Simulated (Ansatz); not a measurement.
Relaxation of CH4NO (7 atoms, charge 0, multiplicity 2), to a largest force component of 0.02 eV/Å in at most 40 steps.

Computed with UKS PBE-D4/6-31G* in Ansatz.

```xyz
7
Properties=species:S:1:pos:R:3:forces:R:3
N -0.763 -0.588 -0.546 -0.14 -1.36 -0.42
C 0.056 0.301 0.110 0.35 0.67 0.32
O 1.227 -0.291 0.567 0.95 0.39 0.62
H -1.615 -0.152 -0.882 -0.63 0.58 -0.18
H 0.344 1.170 -0.532 -0.08 0.21 -0.23
H -0.445 0.780 0.986 -0.27 0.12 0.15
H 1.196 -1.219 0.298 -0.17 -0.61 -0.26
```

Question: Where does it end, and by what steps?

Answer: The run converged. After 5 steps the energy has fallen by 0.071 eV; H4 moved furthest, 0.05 Å.

```json
{"step": "0", "energy less start (eV)": "0.0000", "largest force component (eV/Å)": "1.357", "accepted": "yes"}
{"step": "1", "energy less start (eV)": "-0.0515", "largest force component (eV/Å)": "0.760", "accepted": "yes"}
{"step": "2", "energy less start (eV)": "-0.0702", "largest force component (eV/Å)": "0.179", "accepted": "yes"}
{"step": "3", "energy less start (eV)": "-0.0710", "largest force component (eV/Å)": "0.037", "accepted": "yes"}
{"step": "4", "energy less start (eV)": "-0.0709", "largest force component (eV/Å)": "0.038", "accepted": "no"}
{"step": "5", "energy less start (eV)": "-0.0710", "largest force component (eV/Å)": "0.004", "accepted": "yes"}
```

```xyz
7
Properties=species:S:1:pos:R:3
N -0.767 -0.621 -0.559
C 0.070 0.301 0.117
O 1.260 -0.288 0.587
H -1.612 -0.103 -0.866
H 0.325 1.164 -0.556
H -0.475 0.769 0.980
H 1.199 -1.224 0.298
```

Whether the end is a true minimum wasn't checked by a vibrational analysis.

Time of the run: 12 s on 1 thread of Arm Neoverse V1, with other jobs on the host, peak memory 0.13 GiB.
